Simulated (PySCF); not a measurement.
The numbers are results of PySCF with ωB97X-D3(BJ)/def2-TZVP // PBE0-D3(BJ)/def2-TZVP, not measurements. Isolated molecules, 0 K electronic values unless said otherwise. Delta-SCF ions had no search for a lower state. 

Reference species (SMILES): `C=C=O` (neutral, multiplicity 1).

```
Item                                       Value
--------------------------------------  --------
HOMO–LUMO gap                           10.96 eV
dipole moment                             1.43 D
vertical ionisation energy (Delta-SCF)   9.82 eV
```

Changed species: `C1=CO1`.

Problem. What does the change do to the HOMO–LUMO gap, dipole moment and vertical ionisation energy (Delta-SCF)?

Solution. the HOMO–LUMO gap falls by 0.73 eV, to 10.23 eV; the dipole moment rises by 0.98 D, to 2.41 D; the vertical ionisation energy (Delta-SCF) decreases by 1.17 eV, to 8.65 eV.
